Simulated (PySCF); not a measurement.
One ligand Y is varied and pulled off as a radical: Zn(OH)1–Y. Isolated molecules, 0 K electronic values unless said otherwise. One relaxed conformer stands for each flexible species; it need not be the lowest. Multiplicities are imposed; where one is given, others were not computed. Strings in code marks are SMILES.

The dipole moment from two functionals at the same geometries (PBE-D3(BJ)/def2-SVP), both in PySCF: PBE-D3(BJ)/def2-TZVP and B3LYP-D3(BJ)/def2-TZVP. B3LYP has the VWN-RPA correlation part, as in Gaussian. 

```csv
species,PBE-D3(BJ)/def2-TZVP (D)
free radical OH,1.73
free radical NH2 (`[NH2]`),1.92
free radical CH3 (`[CH3]`),0.00
free radical OCH3 (`[O]C`),2.10
free radical N(CH3)2 (`C[N]C`),1.70
free radical SH (`[SH]`),0.87
```

Question: What does B3LYP-D3(BJ)/def2-TZVP give for each?

Answer: 
- free radical OH: 1.78
- free radical NH2 (`[NH2]`): 1.96
- free radical CH3 (`[CH3]`): 0.00
- free radical OCH3 (`[O]C`): 2.07
- free radical N(CH3)2 (`C[N]C`): 1.72
- free radical SH (`[SH]`): 0.86
Over these rows, drawn at random from the members with no instability flagged (it was tested for open shells, ions and some series alone), PBE minus B3LYP-D3(BJ): mean -0.01 D, from -0.05 D to +0.03 D.
